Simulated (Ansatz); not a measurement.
# SiH4O (triplet): wave-function methods side by side at distance Si1–H5 along a hydrogen transfer = 1.588 Å, cc-pVDZ

An exercise on one series of results from a longer session: the logs are not shown, and one member is left open.

Program: Ansatz 0.2.0, Gaussian basis. Level of theory: cc-pVDZ, core rule «outside noble gas», up to 6 orbitals frozen. These are calculated values, not measurements.

Plan: UHF; CCSD(T) on ROHF; CCSD(T) on UHF; BCCD(T) on ROHF; CISD; CCSDT(Q) on ROHF; CCSDT(Q) on UHF; CASSCF and MRCISD+Q, 4 electrons in 4 orbitals; CASSCF and NEVPT2, 4 electrons in 4 orbitals.

10 further runs of the same task are left out: 1 for a mislabelled method, 9 that didn't finish.

**What is computed**

The geometry derives from fragments relaxed apart (PBE0/def2-TZVP) and kept rigid, so it is no stationary point. A hydrogen atom is moved between rigid fragments.

6 atoms, charge 0, spin multiplicity 3.

Atoms are counted from 1 here; the program's logs count them from 0.

Bond lengths: Si1–H2 1.485 Å, Si1–H3 1.485 Å, Si1–H4 1.485 Å, Si1–H5 1.588 Å, H5–O6 1.250 Å. Angles: H2–Si1–H3 109.5°, H2–Si1–H4 109.5°, H2–Si1–H5 109.5°, H3–Si1–H4 109.5°, H3–Si1–H5 109.5°, H4–Si1–H5 109.5°, Si1–H5–O6 180.0°.

The first run:

Input file in.yaml:

```yaml
crystal:
  periodic: [false, false, false]
  atoms:
    - {symbol: Si, position_ang: [-0.945837, 0.000000, 0.000000]}
    - {symbol: H, position_ang: [-1.440709, 1.399708, 0.000000]}
    - {symbol: H, position_ang: [-1.440708, -0.699854, 1.212183]}
    - {symbol: H, position_ang: [-1.440709, -0.699854, -1.212183]}
    - {symbol: H, position_ang: [0.642163, 0.000000, 0.000000]}
    - {symbol: O, position_ang: [1.892163, 0.000000, 0.000000]}
basis:
  gaussian: {orbitals: cc-pVDZ}
magnetization: {spin_polarized: true, initial_magnetization: 2}
hamiltonian: {xc: hf}
output: {orbitals: {seedname: orbitals}}
```

The run is started by

```sh
$ ansatz run in.yaml --threads 1 --pin off --events-out ev --progress --plain --max-ram 2393MiB
```

Steps of the session up to this table: UHF; CCSD(T) on ROHF; CCSD(T) on UHF; BCCD(T) on ROHF; CISD; CCSDT(Q) on ROHF; CCSDT(Q) on UHF; CASSCF and MRCISD+Q, 4 electrons in 4 orbitals; CASSCF and NEVPT2, 4 electrons in 4 orbitals.

One table of the session follows, with a row left open; its other results are not shown here.

| method | from UCCSDT(Q) (kJ/mol) |
| --- | --- |
| ROHF | +812.9 |
| UHF | +777.5 |
| RMP2 | +137.1 |
| UMP2 | +139.6 |
| CISD | +86.6 |
| RCCSD | +18.1 |
| UCCSD | +17.3 |
| RCCSD(T) | +3.8 |
| UCCSD(T) | +3.7 |
| BCCD(T) | +3.8 |
| RCCSDT | +1.1 |
| UCCSDT | +1.0 |
| RCCSDT(Q) | +0.1 |
| UCCSDT(Q) | 0 |
| CASSCF pair | +742.7 |
| NEVPT2 pair | ? |
| MRCISD pair | +72.8 |
| MRCISD+Q pair | +8.9 |

Estimate the missing values for NEVPT2 pair.

As computed: from UCCSDT(Q) (kJ/mol): +128.3. In the column «from UCCSDT(Q) (kJ/mol)» it lies between CISD (+86.6) and RMP2 (+137.1).

Limits of these values: Restricted and unrestricted rows rest on different reference determinants; where their highest levels disagree by more than a few hundredths of an eV, they describe different states and don't form one ladder.
